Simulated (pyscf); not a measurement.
•O–SiH₃ + F–CH₂–F -> silanol (HO–SiH₃) + F–CH•–F, a hydrogen abstraction (doublet surface; C–H broken, H–O formed). Structures and frequencies: ωB97X-D3(BJ)/def2-SVP in PySCF. Energies in kcal/mol from the separated reactants.

Small-basis levels: PySCF, no dispersion term, spherical d functions. AM1 to PM7: differences of heats of formation from MOPAC. Open shells are spin-unrestricted. 

```
level                   barrier  reaction energy
----------------------  -------  ---------------
MP2/6-31G*                    ?            -15.1
B3LYP/LANL2DZ                 ?             -6.0
M06-2X/6-31G*               2.8            -11.2
AM1                        14.1            -32.7
PM3                        13.3            -21.1
PM6                        -1.2            -40.4
PM7                         4.3            -31.0
ωB97M-D3(BJ)/def2-TZVP        ?            -15.1
```

Some entries are withheld; supply them.


- MP2/6-31G*, barrier: 9.5
- B3LYP/LANL2DZ, barrier: 1.9
- ωB97M-D3(BJ)/def2-TZVP, barrier: 3.1

Against the last row the barrier runs from -4.3 (PM6) to +10.9 kcal/mol (AM1). At PM6 this geometry lies under one side, so the entry may be no barrier of that level: it is a single point on another level's saddle. ωB97M-D3(BJ)/def2-TZVP has limits of its own. •O–SiH₃ lies 24.9 kcal/mol over its isomer HO–SiH₂• (electronic energy, ωB97M-D3(BJ)). This is the saddle that the search found; another between the same sides may lie lower. The angle at the transferred H is 163°.
